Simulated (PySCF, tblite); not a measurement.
**C₂H₅B, a complex of two parts as drawn: NMR shifts, interaction energy, infrared bands, spin-spin couplings and core binding energies**

One table from this session's results is given with a row withheld; the runs are named, their logs left out.

Programs: tblite 0.8.0 and PySCF 2.14.0. All values are calculated, for the isolated system unless a continuum is named. Atoms count from 0, parts from 1.

## Starting point

8 atoms, charge 0, multiplicity 1; geometry: rigid parts in contact. Parts: 1 = atoms 0–3, `B`, charge 0; 2 = atoms 4–7, `C#C`, charge 0.

Set-up of the first run:

Job settings and geometry (Å):

```
{"job": {"kind": "dock", "xc": "GFN2-xTB", "basis": "xTB"}, "charge": 0, "multiplicity": 1, "parts": [{"atoms": "0-3", "charge": 0, "multiplicity": 1}, {"atoms": "4-7", "charge": 0, "multiplicity": 1}]}
B     -0.000018    -0.000009     0.000095
H     -0.871143    -0.772566    -0.014073
H     -0.233460     1.140839    -0.001863
H      1.104621    -0.368265     0.015840
C      0.815500    -0.083090    -3.070052
C      0.042349    -0.992474    -3.051399
H      1.495381     0.716673    -3.086601
H     -0.637668    -1.792126    -3.035017
```

With the program's defaults for keys left out, this is: GFN2-xTB search for minima from random contacts, gas phase.

The run is started by

```console
$ OMP_NUM_THREADS=1 python cluster_run.py task.json out
```

This one command runs all jobs of the session in turn.

Steps of the session up to this table: Search for minima with GFN2-xTB; Geometry optimisation at PBE0-D3(BJ)/def2-TZVPD; Shielding tensors: PBE0/pcSseg-2; Coupled-cluster interaction energy: CCSD(T) and MP2.

One table of the session follows, with a row left open; its other results are not shown here.

It belongs to the step «Coupled-cluster interaction energy: CCSD(T) and MP2». 

```
                 method  interaction energy (kcal/mol)
         HF/aug-cc-pVDZ                        -270.05
        MP2/aug-cc-pVDZ                        -224.78
       CCSD/aug-cc-pVDZ                        -209.61
    CCSD(T)/aug-cc-pVDZ                        -198.34
         HF/aug-cc-pVQZ                        -273.23
        MP2/aug-cc-pVQZ                              ?
    SCS-MP2/aug-cc-pVQZ                        -231.66
      MP2, extrapolated                        -236.80
CCSD(T), limit estimate                        -210.36
```

**Question.** Estimate the row for MP2/aug-cc-pVQZ.

**Answer.** interaction energy (kcal/mol): -235.27. In the column «interaction energy (kcal/mol)» it lies between MP2, extrapolated (-236.80) and SCS-MP2/aug-cc-pVQZ (-231.66).

At this geometry H1 has moved to C5 of another part (1.09 Å), so this energy is mostly that of cutting a chemical bond between strained fragments, not an intermolecular interaction.

To keep in mind: Shifts at one fixed geometry are not the observed spectrum, which averages over the motion. At this geometry a test (T1, the size of the triples or of CCSD(T) less MP2, charge moved between the parts) flags the run, so its CCSD(T) estimate is not taken as a benchmark. The interaction energy leaves out the deformation of the parts, 185.3 kcal/mol at MP2. So large a deformation means that a part is far from its own minimum, so a sum across the two methods would be rough. The parts are strongly deformed in the cluster, so the interaction energy holds bonds cut by the partition and is not to be read as the attraction of intact molecules.
